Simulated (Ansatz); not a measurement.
doublet CO(+): levels of theory in one basis

```csv
atom,x (Å),y (Å),z (Å)
C,0.0000,0.0000,0.0000
O,0.0000,0.0000,1.1800
```

Basis set: def2-SVP (spherical functions). Left uncorrelated: 2 orbitals. Correlation on ROHF uses semicanonical orbitals with singles. Charge 1, multiplicity 2.

Computed with Ansatz (development build ahead of 0.2.0); each method stands on the lowest determinant of its kind that the runs found.

| method | E − E(ROHF) (eV) | <S²> of the determinant |
| --- | --- | --- |
| ROHF | 0.00 | 0.75 |
| UHF | -0.52 | 1.20 |
| ROHF-MP2 | -8.08 | – |

What does UHF-MP2 give on the same scale?

-7.20 eV.

Is a single determinant a sound starting point here?

It is doubtful. Unrestricted orbitals lower Hartree–Fock by 0.52 eV and <S²> is 1.20 where a pure state has 0.75, a sign of strong static correlation.

Caution for UHF, UHF-MP2: the unrestricted determinant is spin contaminated. Caution for ROHF-MP2, UHF-MP2: forces differ strongly between restricted and unrestricted references.
